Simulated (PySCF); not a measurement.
## Where does ethylene sulfite take a proton?

Molecule: ethylene sulfite, `O=S1OCCO1` (C2H4O3S). Non-hydrogen atoms are numbered in `[O:1]=[S:2]1[O:3][CH2:4][CH2:5][O:6]1`. These are map numbers, not IUPAC locants.

Level of theory: PBE0-D3(BJ)/def2-TZVP single points in PySCF, grid level 2; every species was optimised with PBE0-D3(BJ)/def2-SVP. Zero-point and thermal terms (298.15 K, 1 bar) come from unscaled GFN2-xTB harmonic frequencies, with soft modes damped to free rotors in the entropy. These were taken at the GFN2-xTB minima.

| site | product | PA / kcal/mol | GB / kcal/mol |
| --- | --- | --- | --- |
| O1 (oxygen on the chalcogen) | `[OH+]=S1OCCO1` | 194.2 | 187.1 |

PA is −ΔH and GB is −ΔG of B + H⁺ → BH⁺ in the gas phase. Sites whose products fell apart, merged with another or lost in a GFN2-xTB screen aren't listed.

Caveats: S2, O3 are not listed: the run failed or kept an imaginary mode, or the ion rearranged or equalled another; a site not listed may be the best one.

Structures, frequencies and single points took 2.9 min of wall time on 1 thread of Arm Neoverse V1 (shared host), launched as `OMP_NUM_THREADS=1 python redox_run.py task.json out`.
